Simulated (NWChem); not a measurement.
**The standard entropy of Si2H6O (disiloxane) from a frequency calculation**

A singlet with charge 0, relaxed at HF/3-21G (NWChem 7.3.0):

```xyz
9

Si   -0.1069    0.0001    1.6461
O    -0.1067    0.0001    0.0000
Si   -0.1069    0.0001   -1.6461
H    -0.7603   -1.2270    2.1697
H     1.2824    0.0480    2.1700
H    -0.8433    1.1794    2.1697
H     1.2824    0.0480   -2.1700
H    -0.7603   -1.2270   -2.1697
H    -0.8433    1.1794   -2.1697
```

Harmonic wavenumbers in cm⁻¹: 46, 134, 134, 588, 773, 773, 831, 831, 1019, 1019, 1033, 1033, 1075, 1147, 1303, 2278, 2278, 2283, 2283, 2301, 2315.

Masses in u: Si 28.085, O 15.999, H 1.008. Take T = 298.15 K, p = 1 bar, R = 8.3145 J/(mol K), kT/hc = 207.22 cm⁻¹, rigid rotor and harmonic oscillator.

Q: Work out S° at 298 K.

A: 
1. Translation (Sackur–Tetrode): S = R[3/2 ln M + 5/2 ln T − 1.1517] with M = 78.217 gives 163.2 J/(mol K).
2. Rotation: principal moments 11.689, 186.519, 186.520 u Å² give A, B, C = 1.4422, 0.0904, 0.0904 cm⁻¹; the symmetry number is σ = 6; q = (√π/σ)√((kT/hc)³/ABC) = 8117; S = R(ln q + 3/2) = 87.3.
3. Vibration: with u = ν̃/207.22, each mode gives R[u/(eᵘ − 1) − ln(1 − e⁻ᵘ)]; the sum is 52.5, most from 46 cm⁻¹ (20.8), 134 cm⁻¹ (12.1), 134 cm⁻¹ (12.1).
4. Spin: R ln 1 = 0.0.
5. Sum: 163.2 + 87.3 + 52.5 + 0.0 = 303.0 J/(mol K).

No measured value is set beside it here. Where a soft mode is a torsion, a harmonic oscillator describes it poorly. The set lacks polarisation functions, so shape and wavenumbers are rough.
